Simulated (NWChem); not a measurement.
System: C$_{2}$H$_{3}$O, doublet; SMILES C[C]=O

Input file for NWChem:

```
start job
memory heap 200 mb stack 900 mb global 1100 mb
geometry units angstroms noautosym nocenter noautoz
  C      0.102473     1.165886     0.000000
  C     -0.429450    -0.242817     0.000000
  O      0.173369    -1.272904     0.000000
  H     -0.296256     1.696967     0.887856
  H     -0.296256     1.696967    -0.887856
  H      1.214083     1.192052     0.000000
end
basis spherical
  * library def2-svp
end
dft
  odft
  mult 2
  xc pbe0
  iterations 150
end
cosmo
  dielec 20.7
end
task dft energy
```

Output (shortened):

```
             Northwest Computational Chemistry Package (NWChem) 7.3.0
             --------------------------------------------------------

                             Geometry "geometry" -> ""
                             -------------------------

 Output coordinates in angstroms (scale by  1.889725989 to convert to a.u.)

  No.       Tag          Charge          X              Y              Z
 ---- ---------------- ---------- -------------- -------------- --------------
    1 C                    6.0000     0.10247300     1.16588600     0.00000000
    2 C                    6.0000    -0.42945000    -0.24281700     0.00000000
    3 O                    8.0000     0.17336900    -1.27290400     0.00000000
    4 H                    1.0000    -0.29625600     1.69696700     0.88785600
    5 H                    1.0000    -0.29625600     1.69696700    -0.88785600
    6 H                    1.0000     1.21408300     1.19205200     0.00000000

 Effective nuclear repulsion energy (a.u.)      62.5146835111

                                 NWChem DFT Module
                                 -----------------

 Summary of "ao basis" -> "ao basis" (spherical)
 ------------------------------------------------------------------------------
       Tag                 Description            Shells   Functions and Types
 ---------------- ------------------------------  ------  ---------------------
 C                          def2-svp                 6       14   3s2p1d
 O                          def2-svp                 6       14   3s2p1d
 H                          def2-svp                 3        5   2s1p

 in cosmo_initialize ...

 solvent parameters
 solvname_short: unkn
 solvname_long:  unknown
 dielec:       20.7000

          ---------------
          -cosmo- solvent
          ---------------
 Cosmo: York-Karplus, doi: 10.1021/jp992097l
 dielectric constant -eps-     =  20.70
 screen = (eps-1)/(eps    )    =   0.95169
 surface charge correction     = lagrangian

   van der Waals surface
 --------------------------

 ---------- ATOMIC COORDINATES (A.U.) ------------ VDWR(ANG.) --
     1    0.19364589    2.20320507    0.00000000     2.000
     2   -0.81154283   -0.45885760    0.00000000     2.000
     3    0.32761990   -2.40543977    0.00000000     1.720
     4   -0.55984266    3.20680264    1.67780456     1.300
     5   -0.55984266    3.20680264   -1.67780456     1.300
     6    2.29428420    2.25265164    0.00000000     1.300
 number of segments per atom =         32
 number of   points per atom =         32
 atom (   nspa,  nppa )
 ----------------------
    1 (     16,     0 )       0
    2 (     16,     0 )       0
    3 (     22,     0 )       0
    4 (     14,     0 )       0
    5 (     14,     0 )       0
    6 (     16,     0 )       0
 number of -cosmo- surface points =       98
 molecular surface =     84.905 angstrom**2
 molecular volume  =     61.635 angstrom**3
 G(cav/disp)       =      1.285 kcal/mol
 -lineq- algorithm             =   0
 -bem- low  level              =   2
 -bem- from -octahedral-
 gaussian surface charge width =   4.50000
 degree of switching           =   1.00000
 switching function tolerance  =   0.00010
 atomic radii =
 --------------
    1  6.000  2.000
    2  6.000  2.000
    3  8.000  1.720
    4  1.000  1.300
    5  1.000  1.300
    6  1.000  1.300
 ...... end of -cosmo- initialization ......

            General Information
            -------------------
          SCF calculation type: DFT
          Wavefunction type:  spin polarized.
          No. of atoms     :     6
          No. of electrons :    23
           Alpha electrons :    12
            Beta electrons :    11
          Charge           :     0
          Spin multiplicity:     2
          Use of symmetry is: off; symmetry adaption is: off
          Maximum number of iterations: 150
          AO basis - number of functions:    57
                     number of shells:    27
          Convergence on energy requested:  1.00D-06
          Convergence on density requested:  1.00D-05
          Convergence on gradient requested:  5.00D-04

              XC Information
              --------------
                         PBE0 Method XC Functional
                     Hartree-Fock (Exact) Exchange  0.250
          PerdewBurkeErnzerhof Exchange Functional  0.750
            Perdew 1991 LDA Correlation Functional  1.000 local
           PerdewBurkeErnz. Correlation Functional  1.000 non-local

             Grid Information
             ----------------
          Grid used for XC integration:  medium
          Radial quadrature: Mura-Knowles
          Angular quadrature: Lebedev.
          Tag              B.-S. Rad. Rad. Pts. Rad. Cut. Ang. Pts.
          ---              ---------- --------- --------- ---------
          C                   0.70       49           8.0       434
          O                   0.60       49           9.0       434
          H                   0.35       45           8.0       434
          Grid pruning is: on
          Number of quadrature shells:   282
          Spatial weights used:  Erf1

      Superposition of Atomic Density Guess
      -------------------------------------

 Sum of atomic energies:        -151.43861195

      Non-variational initial energy
      ------------------------------

 Total energy =    -152.693877
 1-e energy   =    -328.725721
 2-e energy   =     113.517160
 HOMO         =      -0.114187
 LUMO         =       0.011109

[...]

                                   COSMO solvation results
                                   -----------------------

                 gas phase energy =      -152.889318281217
                 sol phase energy =      -152.894912651278
 (electrostatic) solvation energy =         0.005594370061 (    3.51 kcal/mol)

                    DFT Final Alpha Molecular Orbital Analysis
                    ------------------------------------------

 Vector   10  Occ=1.000000D+00  E=-3.995545D-01
              MO Center=  1.3D-01,  3.2D-01, -7.6D-08, r^2= 2.5D+00
   Bfn.  Coefficient  Atom+Function         Bfn.  Coefficient  Atom+Function
  ----- ------------  ---------------      ----- ------------  ---------------
    33      0.319911  3 O  py                 4     -0.287682  1 C  px
    53     -0.263852  6 H  s                 32      0.208561  3 O  px
     5      0.202787  1 C  py                36      0.197414  3 O  py
    18      0.190447  2 C  px                43      0.173531  4 H  s
    48      0.173532  5 H  s                 35      0.136462  3 O  px

 Vector   11  Occ=1.000000D+00  E=-3.992990D-01
              MO Center= -8.3D-03,  2.1D-01,  7.3D-08, r^2= 2.6D+00
   Bfn.  Coefficient  Atom+Function         Bfn.  Coefficient  Atom+Function
  ----- ------------  ---------------      ----- ------------  ---------------
    34      0.412971  3 O  pz                 6     -0.327481  1 C  pz
    37      0.279848  3 O  pz                43     -0.238732  4 H  s
    48      0.238732  5 H  s                 20      0.173495  2 C  pz
     9     -0.158935  1 C  pz                23      0.096198  2 C  pz
    44     -0.091344  4 H  s                 49      0.091344  5 H  s

 Vector   12  Occ=1.000000D+00  E=-2.149884D-01
              MO Center= -3.5D-01, -3.5D-01, -2.7D-10, r^2= 1.8D+00
   Bfn.  Coefficient  Atom+Function         Bfn.  Coefficient  Atom+Function
  ----- ------------  ---------------      ----- ------------  ---------------
    17      0.536920  2 C  s                 18     -0.449419  2 C  px
    32      0.392856  3 O  px                 3     -0.382220  1 C  s
    35      0.328281  3 O  px                21     -0.298913  2 C  px
     5      0.221702  1 C  py                54      0.190657  6 H  s
     8      0.184029  1 C  py                16      0.162610  2 C  s

 Vector   13  Occ=0.000000D+00  E=-2.279470D-02
              MO Center= -2.8D-01, -3.2D-01,  1.1D-09, r^2= 1.8D+00
   Bfn.  Coefficient  Atom+Function         Bfn.  Coefficient  Atom+Function
  ----- ------------  ---------------      ----- ------------  ---------------
    23      0.577109  2 C  pz                20      0.550465  2 C  pz
    37     -0.433186  3 O  pz                34     -0.399558  3 O  pz
    44     -0.199020  4 H  s                 49      0.199020  5 H  s
    43     -0.150412  4 H  s                 48      0.150412  5 H  s
    11     -0.036757  1 C  d -1               6     -0.032389  1 C  pz

 Vector   14  Occ=0.000000D+00  E= 9.263900D-02
              MO Center=  6.9D-02,  1.7D+00,  4.4D-08, r^2= 4.4D+00
   Bfn.  Coefficient  Atom+Function         Bfn.  Coefficient  Atom+Function
  ----- ------------  ---------------      ----- ------------  ---------------
     3      2.760719  1 C  s                 44     -1.282994  4 H  s
    49     -1.282994  5 H  s                 54     -1.027860  6 H  s
    17     -0.544794  2 C  s                  8      0.356071  1 C  py
    21     -0.215558  2 C  px                 2      0.208290  1 C  s
    31      0.184465  3 O  s                  5      0.162278  1 C  py

 Vector   15  Occ=0.000000D+00  E= 1.356399D-01
              MO Center=  9.4D-01,  1.2D+00, -1.2D-08, r^2= 3.5D+00
   Bfn.  Coefficient  Atom+Function         Bfn.  Coefficient  Atom+Function
  ----- ------------  ---------------      ----- ------------  ---------------
    54      1.918043  6 H  s                  7     -1.172663  1 C  px
    44     -0.699877  4 H  s                 49     -0.699877  5 H  s
    17     -0.531899  2 C  s                  4     -0.367707  1 C  px
    31      0.269157  3 O  s                  3     -0.225940  1 C  s
     8      0.184205  1 C  py                53      0.167640  6 H  s

                     DFT Final Beta Molecular Orbital Analysis
                     -----------------------------------------

 Vector    9  Occ=1.000000D+00  E=-4.503155D-01
              MO Center=  2.0D-01,  6.4D-01, -2.7D-09, r^2= 2.1D+00
   Bfn.  Coefficient  Atom+Function         Bfn.  Coefficient  Atom+Function
  ----- ------------  ---------------      ----- ------------  ---------------
     4      0.353528  1 C  px                53      0.284598  6 H  s
    32      0.213001  3 O  px                18      0.184062  2 C  px
     7      0.159403  1 C  px                43     -0.149467  4 H  s
    48     -0.149467  5 H  s                 35      0.138821  3 O  px
     5     -0.137176  1 C  py                33      0.103915  3 O  py

 Vector   10  Occ=1.000000D+00  E=-3.957474D-01
              MO Center= -1.8D-03,  1.1D-01, -2.9D-09, r^2= 2.6D+00
   Bfn.  Coefficient  Atom+Function         Bfn.  Coefficient  Atom+Function
  ----- ------------  ---------------      ----- ------------  ---------------
    34      0.428872  3 O  pz                 6     -0.310879  1 C  pz
    37      0.294332  3 O  pz                43     -0.231982  4 H  s
    48      0.231982  5 H  s                 20      0.177421  2 C  pz
     9     -0.148006  1 C  pz                23      0.096515  2 C  pz
    44     -0.092913  4 H  s                 49      0.092913  5 H  s

 Vector   11  Occ=1.000000D+00  E=-3.660565D-01
              MO Center= -3.2D-03, -3.7D-01,  1.8D-11, r^2= 2.2D+00
   Bfn.  Coefficient  Atom+Function         Bfn.  Coefficient  Atom+Function
  ----- ------------  ---------------      ----- ------------  ---------------
    33      0.343978  3 O  py                32      0.327337  3 O  px
    18      0.232064  2 C  px                35      0.229066  3 O  px
    36      0.226599  3 O  py                 4     -0.185848  1 C  px
    53     -0.186520  6 H  s                  5      0.164362  1 C  py
    16     -0.132581  2 C  s                 43      0.131093  4 H  s

 Vector   12  Occ=0.000000D+00  E=-5.223937D-02
              MO Center= -4.3D-01, -2.6D-01, -8.3D-10, r^2= 2.0D+00
   Bfn.  Coefficient  Atom+Function         Bfn.  Coefficient  Atom+Function
  ----- ------------  ---------------      ----- ------------  ---------------
    17      0.758937  2 C  s                  3     -0.682841  1 C  s
    18     -0.413966  2 C  px                54      0.354365  6 H  s
    32      0.341887  3 O  px                35      0.318137  3 O  px
    21     -0.303085  2 C  px                 8      0.235023  1 C  py
     5      0.202484  1 C  py                 2     -0.162709  1 C  s

 Vector   13  Occ=0.000000D+00  E=-3.966964D-03
              MO Center= -2.8D-01, -2.7D-01,  3.2D-09, r^2= 1.9D+00
   Bfn.  Coefficient  Atom+Function         Bfn.  Coefficient  Atom+Function
  ----- ------------  ---------------      ----- ------------  ---------------
    23      0.573252  2 C  pz                20      0.547890  2 C  pz
    37     -0.423402  3 O  pz                34     -0.388855  3 O  pz
    44     -0.250074  4 H  s                 49      0.250074  5 H  s
    43     -0.159309  4 H  s                 48      0.159309  5 H  s
     9      0.073958  1 C  pz                11     -0.038572  1 C  d -1

 Vector   14  Occ=0.000000D+00  E= 9.677827D-02
              MO Center= -5.2D-02,  1.7D+00,  4.0D-08, r^2= 4.3D+00
   Bfn.  Coefficient  Atom+Function         Bfn.  Coefficient  Atom+Function
  ----- ------------  ---------------      ----- ------------  ---------------
     3      2.648495  1 C  s                 44     -1.332472  4 H  s
    49     -1.332472  5 H  s                 54     -0.866531  6 H  s
    17     -0.434405  2 C  s                  8      0.428157  1 C  py
    21     -0.234781  2 C  px                 2      0.192812  1 C  s
     5      0.188550  1 C  py                31      0.187666  3 O  s

   alpha - beta orbital overlaps
   -----------------------------

   alpha      1      2      3      4      5      6      7      8      9     10
    beta      1      2      3      4      5      6      9      7      8     11
 overlap   1.000  1.000  1.000  1.000  0.999  0.986  0.707  0.769  0.999  0.938

   alpha     11     12     13     14     15     16     17     18     19     20
    beta     10     12     13     14     15     16     17     18     20     19
 overlap   0.999  0.987  0.999  0.994  0.996  0.999  0.980  0.981  0.969  0.998

   alpha     21     22     23     24     25     26     27     28     29     30
    beta     21     22     23     24     25     26     27     28     29     30
 overlap   0.988  0.998  0.975  0.995  0.983  1.000  0.985  0.995  0.997  0.997

   alpha     31     32     33     34     35     36     37     38     39     40
    beta     31     32     33     34     35     36     37     39     38     40
 overlap   1.000  0.999  1.000  0.999  0.999  1.000  0.972  0.972  0.989  0.997

   alpha     41     42     43     44     45     46     47     48     49     50
    beta     41     42     43     44     45     46     47     48     49     51
 overlap   0.999  0.988  0.996  0.999  0.999  0.997  0.998  1.000  0.999  1.000

   alpha     51     52     53     54     55     56     57
    beta     50     52     53     54     55     56     57
 overlap   0.997  0.997  1.000  1.000  1.000  1.000  1.000

[...]
```

Level: PBE0/def2-SVP, spin-unrestricted, COSMO on the gas-phase geometry. In the optimisation the excess spin sits in a' (Cs, its own frame). Geometry: optimised at PBE-D3(BJ)/def2-SVP, spin-unrestricted. No stability test was run on the SCF state. COSMO prints the solvation energy as gas minus solution, so a positive value is a stabilisation.
